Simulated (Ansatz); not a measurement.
**C4H7F: small, medium and large basis sets**

How large a basis does C4H7F need? Two functionals are run in growing sets.

Method: one geometry, several basis sets; program: Ansatz 0.2.0, Gaussian basis.

The runs, in order: PBE0-D4/def2-SVP; ωB97M-V/def2-SVP; PBE0-D4/def2-QZVPP; ωB97M-V/def2-QZVPP; the functionals' def2-TZVPP values are taken from earlier runs.

## Step 1: Structure used throughout

All runs share one geometry, relaxed beforehand with PBE0-D4 in a triple-zeta def2 set.

SMILES `C=CCCF`, 12 atoms, charge 0, spin multiplicity 1.

Atoms are counted from 1 here; the program's logs count them from 0.

Bond lengths: C1–C2 1.325 Å, C1–H6 1.084 Å, C1–H7 1.086 Å, C2–C3 1.493 Å, C2–H8 1.087 Å, C3–C4 1.513 Å, C3–H9 1.096 Å, C3–H10 1.095 Å, C4–F5 1.386 Å, C4–H11 1.094 Å, C4–H12 1.094 Å. Angles: C2–C1–H6 121.6°, C2–C1–H7 121.5°, H6–C1–H7 116.9°, C1–C2–C3 124.6°, C1–C2–H8 119.5°, C3–C2–H8 115.9°, C2–C3–C4 113.0°, C2–C3–H9 110.1°, C2–C3–H10 110.2°, C4–C3–H9 107.9°, C4–C3–H10 108.3°, H9–C3–H10 107.2°, C3–C4–F5 110.1°, C3–C4–H11 111.0°, C3–C4–H12 111.2°, F5–C4–H11 107.5°, F5–C4–H12 107.5°, H11–C4–H12 109.3°.

## Step 2: PBE0-D4 in def2-SVP

in.yaml reads:

```yaml
crystal:
  periodic: [false, false, false]
  atoms:
    - {symbol: C, position_ang: [-0.896304, 1.563661, 0.866833]}
    - {symbol: C, position_ang: [-0.645006, 0.280143, 0.653509]}
    - {symbol: C, position_ang: [0.663302, -0.261388, 0.180965]}
    - {symbol: C, position_ang: [0.548863, -1.043999, -1.108660]}
    - {symbol: F, position_ang: [-0.244189, -2.164008, -0.917811]}
    - {symbol: H, position_ang: [-1.868091, 1.902686, 1.206193]}
    - {symbol: H, position_ang: [-0.136233, 2.324269, 0.713891]}
    - {symbol: H, position_ang: [-1.430526, -0.453499, 0.817869]}
    - {symbol: H, position_ang: [1.092207, -0.925823, 0.940489]}
    - {symbol: H, position_ang: [1.376234, 0.554797, 0.024677]}
    - {symbol: H, position_ang: [1.530579, -1.388840, -1.446724]}
    - {symbol: H, position_ang: [0.086164, -0.443099, -1.897330]}
basis:
  gaussian: {orbitals: def2-SVP}
hamiltonian: {xc: pbe0, dispersion: d4}
output: {orbitals: {seedname: orbitals}}
```

Further steps of the session: ωB97M-V in def2-SVP; PBE0-D4 in def2-QZVPP; ωB97M-V in def2-QZVPP.

**Question.** What will the summary of the whole plan be? Wanted: PBE0-D4: double and triple zeta above quadruple; ωB97M-V: double and triple zeta above quadruple.

As calculated:

```
                                       quantity          value
PBE0-D4: double and triple zeta above quadruple  8.40, 0.38 eV
ωB97M-V: double and triple zeta above quadruple  8.74, 0.37 eV
```

In words: PBE0-D4 gains 8.02 eV from double to triple zeta, then 0.38 eV more. These are total energies; as a rule much of such shifts cancels in differences, which this series doesn't test. The LUMO of ωB97M-V is positive and keeps falling with the basis (2.58 to 1.87 eV): an unbound level that the basis holds in place.
